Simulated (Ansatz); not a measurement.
A nudged elastic band was laid between two geometries of CH₅BO (8 atoms, charge 0, multiplicity 1).

These are results of RKS PBE/def2-SVP in Ansatz, not measurements.

```json
{
  "movable images": "5",
  "climbing image": "yes",
  "spring": "5.0 eV/Å²",
  "optimiser": "quadratic models (default)",
  "start path": "through a guess of the saddle point",
  "force threshold": "0.05 eV/Å",
  "iteration limit": "60",
  "end points": "relaxed"
}
```

Initial state:

```xyz
8
Properties=species:S:1:pos:R:3
B 0.225 -0.208 0.302
H -0.097 -0.490 1.453
C 1.725 0.020 -0.097
H 2.307 -0.907 0.105
H 1.872 0.306 -1.157
H 2.184 0.796 0.554
O -0.749 -0.097 -0.648
H -1.636 -0.268 -0.283
```

Final state:

```xyz
8
Properties=species:S:1:pos:R:3
B -1.664 0.223 0.480
H 1.577 0.466 1.097
C 2.199 0.117 0.252
H 1.730 -0.775 -0.202
H 2.269 0.921 -0.505
H 3.213 -0.138 0.615
O -1.401 -0.627 -0.474
H -2.093 -1.033 -1.034
```

Task: Which bonds break or form, and what moves?

Result: Bonds broken: B1–H2, B1–C3. Bonds formed: H2–C3. CH5BO becomes BHO + CH4.

Task: Give the energies along the band, and the barrier.

Result: The run converged. The highest image is number 3 of 0 to 6, 392.1 kJ/mol above the first end and 128.6 kJ/mol above the last; the last end lies 263.5 kJ/mol above the first. Neighbouring images differ by up to 3.3 eV, so the band resolves the path poorly. A vibrational analysis at the climbing image gives one clearly imaginary mode, 1286i cm⁻¹: a first-order saddle point. The orbitals stay closed-shell, which can raise the energy where a bond breaks towards radicals; this wasn't checked here.

| image | path coordinate (Å) | energy (kJ/mol) | B1–H2 (Å) | B1–C3 (Å) | H2–C3 (Å) |
| --- | --- | --- | --- | --- | --- |
| 0 | 0.00 | 0.0 | 1.23 | 1.57 | 2.45 |
| 1 | 0.80 | 2.4 | 1.23 | 1.57 | 2.46 |
| 2 | 1.60 | 78.3 | 1.18 | 1.59 | 2.11 |
| 3 | 2.40 | 392.1 | 1.25 | 2.07 | 1.50 |
| 4 | 3.30 | 279.1 | 1.97 | 2.82 | 1.12 |
| 5 | 4.20 | 264.0 | 2.80 | 3.57 | 1.11 |
| 6 | 5.10 | 263.5 | 3.31 | 3.87 | 1.11 |

Task: What is the geometry of the highest image?

Result: 
```xyz
8
Properties=species:S:1:pos:R:3:forces:R:3
B -0.298 0.015 0.511 -0.03 0.00 -0.02
H 0.717 0.381 1.135 0.01 -0.02 -0.01
C 1.732 0.007 0.089 0.00 0.00 0.02
H 1.798 -1.069 -0.161 0.00 0.00 0.00
H 1.708 0.651 -0.810 0.00 0.00 0.00
H 2.543 0.308 0.782 -0.01 0.01 -0.01
O -0.699 -0.527 -0.651 0.02 0.01 0.00
H -1.670 -0.612 -0.668 0.00 0.01 0.02
```

Time of the run: 61 s on 1 thread of Intel(R) Xeon(R) 6975P-C (Granite Rapids), with other jobs on the host, peak memory 0.12 GiB.
